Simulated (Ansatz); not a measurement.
**AlNH3 (quartet): wave-function methods side by side at distance Al1–H4 along a hydrogen transfer = 1.644 Å, cc-pVDZ**

One table from this session's results is given with a row withheld; the runs are named, their logs left out.

Program: Ansatz 0.2.0, Gaussian basis. Level of theory: cc-pVDZ, core rule «outside noble gas», up to 6 orbitals frozen. These are calculated values, not measurements.

To be run: UHF; CCSD(T) on ROHF; CCSD(T) on UHF; BCCD(T) on ROHF; CISD; CCSDT(Q) on ROHF; CCSDT(Q) on UHF; CASSCF and MRCISD+Q, 5 electrons in 5 orbitals; CASSCF and NEVPT2, 5 electrons in 5 orbitals.

20 further runs of the same task are left out: 9 for a known fault of the program, 11 that didn't finish.

### The geometry

The geometry derives from fragments relaxed apart (PBE0/def2-TZVP) and kept rigid, so it is no stationary point. A hydrogen atom is moved between rigid fragments.

5 atoms, charge 0, spin multiplicity 4.

Atoms are counted from 1 here; the program's logs count them from 0.

Bond lengths: Al1–H2 1.586 Å, Al1–H3 1.586 Å, Al1–H4 1.644 Å. Angles: H2–Al1–H3 120.0°, H2–Al1–H4 120.0°, H3–Al1–H4 120.0°.

Geometry (Å):

```csv
atom,x (Å),y (Å),z (Å)
Al1,-0.9659,0.0000,0.0000
H2,-1.7589,1.3734,0.0000
H3,-1.7589,-1.3734,0.0000
H4,0.6781,0.0000,0.0000
N5,2.0651,0.0000,0.0000
```

The first run:

File in.yaml:

```yaml
crystal:
  periodic: [false, false, false]
  atoms:
    - {symbol: Al, position_ang: [-0.965938, 0.000000, 0.000000]}
    - {symbol: H, position_ang: [-1.758862, 1.373384, 0.000000]}
    - {symbol: H, position_ang: [-1.758862, -1.373384, 0.000000]}
    - {symbol: H, position_ang: [0.678062, 0.000000, 0.000000]}
    - {symbol: N, position_ang: [2.065062, 0.000000, 0.000000]}
basis:
  gaussian: {orbitals: cc-pVDZ}
magnetization: {spin_polarized: true, initial_magnetization: 3}
hamiltonian: {xc: hf}
output: {orbitals: {seedname: orbitals}}
```

On the command line:

```console
ansatz run in.yaml --threads 1 --pin off --events-out ev --progress --plain --max-ram 2393MiB
```

Steps of the session up to this table: UHF; CCSD(T) on ROHF; CCSD(T) on UHF; BCCD(T) on ROHF; CISD; CCSDT(Q) on ROHF; CCSDT(Q) on UHF; CASSCF and MRCISD+Q, 5 electrons in 5 orbitals; CASSCF and NEVPT2, 5 electrons in 5 orbitals.

One of the session's tables, all rows but one given; the rest of the session is left out.

```
       method  from UCCSDT(Q) (kJ/mol)
         ROHF                   +569.5
          UHF                   +545.7
         RMP2                   +123.1
         UMP2                   +120.8
         CISD                    +48.3
        RCCSD                    +11.8
        UCCSD                    +11.4
     RCCSD(T)                     +2.9
     UCCSD(T)                     +2.8
      BCCD(T)                     +2.9
       RCCSDT                     +0.6
       UCCSDT                        ?
    RCCSDT(Q)                     +0.2
    UCCSDT(Q)                        0
  CASSCF pair                   +514.6
  NEVPT2 pair                   +114.9
  MRCISD pair                    +41.3
MRCISD+Q pair                     +1.9
```

Q: Estimate the row for UCCSDT from the others.

The run gave: from UCCSDT(Q) (kJ/mol): +0.4. In the column «from UCCSDT(Q) (kJ/mol)» it lies between RCCSDT(Q) (+0.2) and RCCSDT (+0.6).

Limits of these values: Restricted and unrestricted rows rest on different reference determinants; where their highest levels disagree by more than a few hundredths of an eV, they describe different states and don't form one ladder.
